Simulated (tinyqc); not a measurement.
Worked calculation: UHF in the sto-6g basis, for BH2+, spin multiplicity 1. This run ends on a higher stationary point, not on the lowest solution. Computed by tinyqc, a small Python program that keeps every step (integrals from PySCF). Settings: charge = 1, multiplicity = 1, basis = sto-6g, energy threshold = 1e-08, iteration cap = 85, orthogonalisation = canonical, start = core, DIIS depth = 3, damping = 0.5, method = UHF, break = 0.7. Command: `OMP_NUM_THREADS=1 python tinyqc.py 24545 24546 out.jsonl` (the two numbers bound the seeds that draw the settings). One thread of a shared host (Intel(R) Xeon(R) Processor @ 2.60GHz), about 0.3 s of CPU time with the checks.

Geometry (angstrom):

| atom | x | y | z |
|---|---|---|---|
| B | 0.0000 | 0.0000 | 0.0000 |
| H | 0.0000 | 1.5470 | 0.7120 |
| H | 0.0000 | -1.5470 | 0.7120 |

Stop when the energy changes by less than 1e-08 hartree and every element of the error matrix X^T (F D S - S D F) X (for each spin) is below 3e-05.

Course of the cycle:

| iteration | E (hartree) | change | largest element of the error matrix |
|---|---|---|---|
| 1 | -24.373144 | - | 1.62e-01 |
| 2 | -24.731653 | -3.59e-01 | 9.63e-02 |
| 3 | -24.946926 | -2.15e-01 | 5.59e-02 |
| 4 | -25.071182 | -1.24e-01 | 3.38e-02 |
| 5 | -25.140030 | -6.88e-02 | 2.00e-02 |
| 6 | -25.178361 | -3.83e-02 | 1.07e-02 |
| 7 | -25.199835 | -2.15e-02 | 5.50e-03 |
| 8 | -25.211498 | -1.17e-02 | 2.82e-03 |
| 9 | -25.217634 | -6.14e-03 | 1.36e-03 |
| 10 | -25.220773 | -3.14e-03 | 6.64e-04 |
| 11 | -25.222357 | -1.58e-03 | 3.33e-04 |
| 12 | -25.223153 | -7.96e-04 | 1.68e-04 |
| 13 | -25.223551 | -3.99e-04 | 8.46e-05 |
| 14 | -25.223751 | -2.00e-04 | 4.22e-05 |
| 15 | -25.223851 | -9.98e-05 | 2.10e-05 |
| 16 | -25.223901 | -4.99e-05 | 1.05e-05 |
| 17 | -25.223926 | -2.50e-05 | 5.26e-06 |
| 18 | -25.223938 | -1.25e-05 | 2.63e-06 |
| 19 | -25.223944 | -6.24e-06 | 1.32e-06 |
| 20 | -25.223947 | -3.12e-06 | 6.58e-07 |
| 21 | -25.223949 | -1.56e-06 | 3.29e-07 |
| 22 | -25.223950 | -7.80e-07 | 1.64e-07 |
| 23 | -25.223950 | -3.90e-07 | 8.22e-08 |
| 24 | -25.223950 | -1.95e-07 | 4.11e-08 |
| 25 | -25.223950 | -9.75e-08 | 2.05e-08 |
| 26 | -25.223950 | -4.88e-08 | 1.03e-08 |
| 27 | -25.223951 | -2.44e-08 | 5.14e-09 |
| 28 | -25.223951 | -1.22e-08 | 2.57e-09 |
| 29 | -25.223951 | -6.10e-09 | 1.28e-09 |

Can the last value be used, and what does the course show?

No, though the log alone does not show it. Converged in 29 iterations. But the solution lies 0.01263 hartree above the reference: it is another stationary point, not the lowest one. Reruns (cap 100 unless said): DIIS 8: converged in 10 to a higher stationary point; damping 0.5: converged in 55 to a higher stationary point; level shift 0.5: converged in 54 to a higher stationary point; atomic densities as start, DIIS 8: converged in 8 to a higher stationary point. PySCF UHF in the same basis, after a stability check = -25.236578 hartree.
